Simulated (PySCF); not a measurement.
Peak assignment

Molfile (atoms numbered from 1):
```
C4H7N
     RDKit          3D

 12 13  0  0  0  0  0  0  0  0999 V2000
   -1.8416   -0.1707    0.6499 N   0  0  0  0  0  0  0  0  0  0  0  0
   -0.4541    0.1658    0.5913 C   0  0  2  0  0  0  0  0  0  0  0  0
    0.2388    0.4802   -0.7114 C   0  0  2  0  0  0  0  0  0  0  0  0
    1.6196    0.1509   -0.2449 C   0  0  0  0  0  0  0  0  0  0  0  0
    0.5017   -0.8123   -0.0100 C   0  0  1  0  0  0  0  0  0  0  0  0
   -2.4143    0.6570    0.7682 H   0  0  0  0  0  0  0  0  0  0  0  0
   -2.1350   -0.6523   -0.1928 H   0  0  0  0  0  0  0  0  0  0  0  0
   -0.1479    0.7137    1.4810 H   0  0  0  0  0  0  0  0  0  0  0  0
   -0.1384    0.7244   -1.6824 H   0  0  0  0  0  0  0  0  0  0  0  0
    2.3546   -0.1117   -0.9947 H   0  0  0  0  0  0  0  0  0  0  0  0
    2.0325    0.6942    0.5987 H   0  0  0  0  0  0  0  0  0  0  0  0
    0.3854   -1.8400   -0.2789 H   0  0  0  0  0  0  0  0  0  0  0  0
  1  2  1  0
  2  3  1  0
  3  4  1  0
  4  5  1  0
  5  2  1  0
  5  3  1  0
  1  6  1  0
  1  7  1  0
  2  8  1  1
  3  9  1  6
  4 10  1  0
  4 11  1  0
  5 12  1  6
M  END
```

Calculated, not measured (PySCF 2.14): geometry: GFN2-xTB, J couplings at B3LYP/pcJ-1 (spin–dipole term only in couplings to heteroatoms), GIAO PBE0/pcSseg-1 shieldings. One computed conformer, non-relativistic, gas phase, one averaged value for each set of equivalent atoms.

Referencing at the same level of theory: ¹³C (σ = 186.93 ppm) and ¹H (σ = 31.72 ppm) vs TMS.

Q: Assign these signals to the numbered atoms. ¹³C{¹H} NMR (computed): δ 55.5, 19.3, 3.9.

A: 
55.5 → C2, three-membered-ring carbon: deshielded by the electronegative neighbour
19.3 → C4, three-membered-ring carbon
3.9 → C3/C5, three-membered-ring carbon

Q: Assign these signals to the numbered atoms. ¹H NMR (400 MHz, computed): δ 1.71 (s, 1H), 1.43 (d, J = 2.9 Hz, 2H), 0.93 (td, J = 2.9, 1.5 Hz, 1H), 0.75 (br s, 2H), -0.07 (d, J = 1.5 Hz, 1H).

A: 
1.71 → H8, hydrogen on a three-membered-ring carbon
1.43 → H9/H12, hydrogen on a three-membered-ring carbon: cyclopropane-type protons are shielded by the ring
0.93 → H10, hydrogen on a three-membered-ring carbon
0.75 → H6/H7, hydrogen on an amine nitrogen: exchangeable; this is the value without hydrogen bonding to other molecules
-0.07 → H11, hydrogen on a three-membered-ring carbon: cyclopropane-type protons are shielded by the ring

The OH or NH signal is concentration- and solvent-dependent in practice; the value given is the gas-phase one. Splittings below 1 Hz are ignored in the labels, and close J values are merged. Unscaled 3J(H,H) at this level run about 10 % above measured values. Shifts are as computed. Against solution values, carbons near 30 ppm lie about +3 ppm off and those near 130 ppm about +5 ppm. Of 1211 compounds with measured shifts, 218 miss one by over three times the rms of a fit or turn the order of signals round; such compounds aren't used in these exercises. Couplings to exchangeable protons are dropped.
